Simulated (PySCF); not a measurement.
# C2H6OS: core ionisation energies

C2H6OS.
Numbering: `[CH3:1][S:2]([CH3:3])=[O:4]`

Structure used (PBE0-D3(BJ)/def2-SVP), in Å, numbered top down from 1:
```xyz
10
C2H6OS angstrom
C     -1.288    0.246   -0.364
S     -0.113   -1.027    0.176
C      1.386   -0.020   -0.011
O     -0.322   -1.192    1.652
H     -2.288   -0.179   -0.203
H     -1.145    0.481   -1.428
H     -1.159    1.136    0.268
H      1.287    0.871    0.626
H      2.215   -0.642    0.352
H      1.551    0.250   -1.065
```

Level of theory: delta-SCF UKS SCAN, pcX-2 on the ionised atom, pcseg-1 elsewhere, spin-free X2C in PySCF 2.14.0. Each binding energy is the total energy of the core-ionised species, with the hole localised on one atom, minus that of the ground state; both are solved self-consistently, so orbital relaxation is included.

Give the core binding energies atom by atom.

```csv
atom(s),environment,level,binding energy (eV),count
C1/C3,S-methyl carbon,C 1s,291.30,2
O4,sulfinyl oxygen,O 1s,536.40,1
S2,sulfinyl sulfur,S 1s,2480.07,1
```

What is the longest wavelength that can ionise S 1s of S2 vertically?

λ = hc/E = 12398.42 eV Å / 2480.07 eV = 4.999 Å.

Which effective nuclear charge Zeff reproduces each element's mean 1s value in the hydrogen-like formula E = 13.606 eV × Zeff²?

C (Z = 6): mean 291.3 eV, Zeff = 4.63, Z − Zeff = 1.37; O (Z = 8): mean 536.4 eV, Zeff = 6.28, Z − Zeff = 1.72; S (Z = 16): mean 2480.1 eV, Zeff = 13.50, Z − Zeff = 2.50. Means run over the listed sites, weighted by atom count.

Atoms equivalent by their bonding share one computed value, that of the first of them. Not every level is listed. Geometry: PBE0-D3(BJ)/def2-SVP; no solvent, vibrations or thermal averaging.
